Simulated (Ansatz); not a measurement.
## Structure optimisation: tantalum, bcc

The calculation used DFT, PBEsol, plane waves (420 eV) with PAW, scalar-relativistic in Ansatz. (PAW data from PBE, frozen cores regenerated.)

k-point mesh 13×13×13, Fermi-Dirac smearing 0.1 eV, no spin polarisation. Cell and atoms relax.

Starting structure:

```
Ta
1.0
    -1.65290    1.65290    1.65290
     1.65290   -1.65290    1.65290
     1.65290    1.65290   -1.65290
Ta
1
Direct
  0.00000 0.00000 0.00000
```

**Question.** The pressure at the start is -4.0 GPa. By how much does the volume change?

**Answer.** From 18.06 to 17.71 Å³ per atom, -2.0 %. The final cell has a = 3.284 Å.

**Question.** How much energy does the relaxation gain?

**Answer.** 4.6 meV per atom.

Path of the relaxation (the plane waves are chosen anew near the end, which can shift the energy a little):

```csv
step,E − E(final) (meV/atom),V (Å³/atom),P (GPa),max force (eV/Å)
0,4.56,18.063,-4.02,0.000
1,-0.08,17.729,-0.28,0.000
2,-0.11,17.705,0.00,0.000
3,0.00,17.705,-0.01,0.000
```
